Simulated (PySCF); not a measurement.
The scaffold vinyl-X carries different groups X. Isolated molecules, 0 K electronic values unless said otherwise. One relaxed conformer stands for each flexible species; it need not be the lowest. Strings in code marks are SMILES.

Delta-SCF ions had no search for a lower state. Excitations are Tamm–Dancoff values on a coarser integration grid. The basis has no diffuse functions, so Rydberg states are missing or too high.

A: X = methylsulfinyl (`C=C[S@@](C)=O` (C–C–S–O torsion 8°))
B: X = dimethylamino (`C(=C)N(C)C` (C–C–N–C torsion 6°))
C: X = fluoro (`C(F)=C`)

**Question.** Put the candidates in order of vertical ionisation energy (Delta-SCF), lowest first, for PBE-D3(BJ)/def2-TZVP // B3LYP-D3(BJ)/def2-TZVP in PySCF.

**Answer.** B (7.56 eV), A (8.70 eV), C (10.39 eV)
